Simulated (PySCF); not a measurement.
Species: C5H12N (charge +1).
Numbering: `[CH2:1]=[CH:2][CH2:3][NH+:4]([CH3:5])[CH3:6]` (hydrogens: H7, H8 on C1; H9 on C2; H10, H11 on C3; H12 on N4; H13, H14, H15 on C5; H16, H17, H18 on C6)

Structure used (PBE0-D3(BJ)/def2-SVP), in Å, numbered top down from 1:
```xyz
18
C5H12N angstrom
C      2.231    0.146   -0.650
C      1.702   -0.050    0.557
C      0.274   -0.348    0.889
N     -0.670   -0.132   -0.252
C     -1.945   -0.872   -0.064
C     -0.909    1.314   -0.517
H      3.303    0.319   -0.765
H      1.657    0.153   -1.585
H      2.356   -0.038    1.435
H     -0.084    0.273    1.725
H      0.172   -1.399    1.202
H     -0.209   -0.525   -1.083
H     -1.734   -1.946    0.016
H     -2.602   -0.682   -0.921
H     -2.425   -0.517    0.857
H     -1.485    1.727    0.320
H     -1.479    1.419   -1.449
H      0.054    1.829   -0.599
```

Method used: core-valence-separated Tamm–Dancoff BHandHLYP/aug-pcX-1 (pcseg-1 on H) in PySCF, non-relativistic, gas phase, PBE0-D3(BJ)/def2-SVP geometry. No empirical shift is added; at this level the pattern usually sits a few eV under experiment.

The lowest roots of each edge with f over 0.003 (five at most, numbered afresh; weaker and dark ones are left out), with transition dipoles (au) in the frame of the coordinates:

```json
{"root": "1", "edge": "C", "E (eV)": "282.57", "f": "0.0610", "μx": "-0.0140", "μy": "0.0922", "μz": "0.0111"}
{"root": "2", "edge": "C", "E (eV)": "282.92", "f": "0.0619", "μx": "0.0148", "μy": "-0.0928", "μz": "-0.0097"}
{"root": "3", "edge": "C", "E (eV)": "285.79", "f": "0.0133", "μx": "0.0226", "μy": "0.0034", "μz": "0.0372"}
{"root": "4", "edge": "C", "E (eV)": "286.41", "f": "0.0542", "μx": "-0.0189", "μy": "0.0840", "μz": "-0.0176"}
{"root": "5", "edge": "C", "E (eV)": "286.44", "f": "0.0473", "μx": "-0.0730", "μy": "-0.0370", "μz": "0.0065"}
{"root": "6", "edge": "N", "E (eV)": "402.87", "f": "0.0319", "μx": "0.0249", "μy": "-0.0215", "μz": "-0.0464"}
{"root": "7", "edge": "N", "E (eV)": "404.34", "f": "0.0157", "μx": "-0.0107", "μy": "0.0117", "μz": "0.0365"}
{"root": "8", "edge": "N", "E (eV)": "404.42", "f": "0.0548", "μx": "-0.0548", "μy": "-0.0501", "μz": "-0.0047"}
{"root": "9", "edge": "N", "E (eV)": "404.49", "f": "0.0555", "μx": "0.0406", "μy": "-0.0484", "μz": "0.0401"}
```

Question: Molecules are fixed in this frame and the field points along x. What effective strengths 3 f cos²θ do the roots have (θ between field and μ)?

Answer: root 1 (C1): 0.004, root 2 (C2): 0.005, root 3 (C1): 0.011, root 4 (C6): 0.008, root 5 (C5): 0.112, root 6 (N4): 0.018, root 7 (N4): 0.003, root 8 (N4): 0.089, root 9 (N4): 0.049. Root 5 is the strongest. Averaged over all orientations cos²θ is 1/3, which gives f back.

One conformer stands for the species.
